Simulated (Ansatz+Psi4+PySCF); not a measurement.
The numbers below are computed, except where a source is named.
## PySCF 2.14.0 run

```python
from pyscf import gto, scf, mp

# the (T+d) and (D+d) sets load through basis_set_exchange
mol = gto.M(atom="""
Al 0.000000 0.000000 0.000000
N 0.000000 0.000000 1.790000
""", basis={'Al': 'cc-pv(t+d)z', 'N': 'cc-pvtz'}, charge=0, spin=2)
mf = scf.UHF(mol)
mf.kernel()
pt = mp.MP2(mf, frozen=6).run()
print(mf.e_tot, pt.e_corr, pt.e_tot)
```

The script is written out from the run's settings.

Results

| Item | Value |
| --- | --- |
| Converged | yes |
| Reference energy | -296.30024 hartree |
| Correlation energy | -0.18642 hartree |
| Total energy | -296.48667 hartree |
| Spin squared of the determinant | 2.069 |

Messages of the program:
```
WARN: beta  nocc = 9  HOMO -0.244851784975487 >= LUMO -0.244851784975475
WARN: HOMO -0.174606869339584 >= LUMO -0.244851784975475
WARN: beta  nocc = 9  HOMO -0.244851784975487 >= LUMO -0.244851784975475
WARN: HOMO -0.174606869339584 >= LUMO -0.244851784975475
```

This is not the lowest solution: another run reaches a determinant 0.38 eV lower. Caution: large amplitudes, a single reference is doubtful.
